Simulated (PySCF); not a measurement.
Energy of Mg (magnesium, neutral) between two integer charges

The 3s beta orbital of [Ne] 3s2 is emptied in steps (occupation f), with all orbitals relaxed, ending at [Ne] 3s1. All numbers are calculated (PySCF 2.14, the non-relativistic Hamiltonian (point nucleus), in aug-cc-pVTZ (6s5p3d2f, 50 functions)). The exact energy is a straight line in f; departures are measured from the line between the end points of the same method.

| f | UHF (eV) | LDA (eV) | PBE (eV) | PBE0 (eV) | r2SCAN (eV) | BHandHLYP (eV) | BLYP (eV) |
| --- | --- | --- | --- | --- | --- | --- | --- |
| 1 | 0.000 | 0.000 | 0.000 | 0.000 | 0.000 | 0.000 | 0.000 |
| 0.75 | 0.047 | -0.555 | -0.550 | -0.398 | -0.470 | -0.293 | -0.581 |
| 0.5 | 0.058 | -0.741 | -0.737 | -0.530 | -0.609 | -0.401 | -0.782 |
| 0.25 | 0.040 | -0.554 | -0.552 | -0.395 | -0.439 | -0.310 | -0.590 |
| 0 | 0.000 | 0.000 | 0.000 | 0.000 | 0.000 | 0.000 | 0.000 |

Q: For PBE, how does the orbital energy at f = 1 compare with the removal energy?

A: −ε = 4.698 eV against a total-energy difference of 7.614 eV. By Janak's theorem ε = ∂E/∂f, so the gap between them reflects the curvature. Along the path −ε is 6.134 (f = 0.75), 7.605 (f = 0.5), 9.107 (f = 0.25) eV.

```json
{"method": "UHF", "E(f=0) − E(f=1) (eV)": "6.607", "−ε at f=1 (eV)": "6.886", "−ε at f=0.5 (eV)": "6.588"}
{"method": "LDA", "E(f=0) − E(f=1) (eV)": "7.722", "−ε at f=1 (eV)": "4.774", "−ε at f=0.5 (eV)": "7.725"}
{"method": "PBE", "E(f=0) − E(f=1) (eV)": "7.614", "−ε at f=1 (eV)": "4.698", "−ε at f=0.5 (eV)": "7.605"}
{"method": "PBE0", "E(f=0) − E(f=1) (eV)": "7.542", "−ε at f=1 (eV)": "5.425", "−ε at f=0.5 (eV)": "7.547"}
{"method": "r2SCAN", "E(f=0) − E(f=1) (eV)": "7.367", "−ε at f=1 (eV)": "4.815", "−ε at f=0.5 (eV)": "7.443"}
{"method": "BHandHLYP", "E(f=0) − E(f=1) (eV)": "7.554", "−ε at f=1 (eV)": "6.022", "−ε at f=0.5 (eV)": "7.510"}
{"method": "BLYP", "E(f=0) − E(f=1) (eV)": "7.632", "−ε at f=1 (eV)": "4.568", "−ε at f=0.5 (eV)": "7.605"}
```

Reference removal energy between the ground levels: 7.646 eV (measured; NIST Atomic Spectra Database, ionization energies). UHF lacks correlation.
